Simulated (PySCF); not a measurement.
Simulated Si 2p region for SiMeH3 (`[H][Si]([H])([H])C`), binding energy against the vacuum level.

Every computed line was given a Gaussian of 0.8 eV full width at half maximum and an area set by the number of equivalent atoms (split 2:1 within a doublet); the highest printed point is 100. Method used: delta-SCF UKS SCAN, pcX-2 on the ionised atom, pcseg-1 elsewhere, spin-free X2C in PySCF 2.14.0.

```tsv
binding energy (eV)	intensity
105.6	0
105.7	1
105.8	3
105.9	6
106.0	11
106.1	19
106.2	30
106.3	45
106.4	62
106.5	78
106.6	91
106.7	98
106.8	100
106.9	97
107.0	90
107.1	81
107.2	73
107.3	64
107.4	55
107.5	45
107.6	35
107.7	26
107.8	17
107.9	11
108.0	6
108.1	3
108.2	2
108.3	1
108.4	0
108.5	0
```

**Question.** Count the maxima, the lines and the sites behind this envelope.

**Answer.** The curve has 1 maximum (at 106.8 eV). Under it lie 2 lines from 1 inequivalent silicon site, drawn as a 2p3/2, 2p1/2 pair. At this width some lines have no maximum of their own.

**Question.** Decompose the envelope and assign each component. Bonds: Si1–C2. Hydrogens: H6, H7, H8 on Si1; H3, H4, H5 on C2.

**Answer.** 
| position (eV) | relative area | line | atoms | environment |
| --- | --- | --- | --- | --- |
| 106.70 | 0.67 | Si 2p3/2 | Si1 | silicon bonded to C and 3 H |
| 107.32 | 0.33 | Si 2p1/2 | Si1 | silicon bonded to C and 3 H |

**Question.** What are the centre and the root-mean-square width of the whole band?

**Answer.** The area-weighted mean of the lines is 106.91 eV. Their own spread about it is 0.29 eV (rms) and each Gaussian has σ = 0.8/2.355 = 0.34 eV; the variances add, which gives 0.45 eV.

No satellites, vibrations or lifetime broadening are included. The 2p values add to the ΔSCF energy of one spin-free hole a correction within the shell (spin–orbit coupling, ligand field). 2p1/2 minus 2p3/2 (ligand field included): Si 0.62 eV. Isolated species at its PBE0-D3(BJ)/def2-SVP geometry, gas phase.

On one thread, Arm Neoverse V1, no GPU (shared host), this took 6.0 s of wall time.
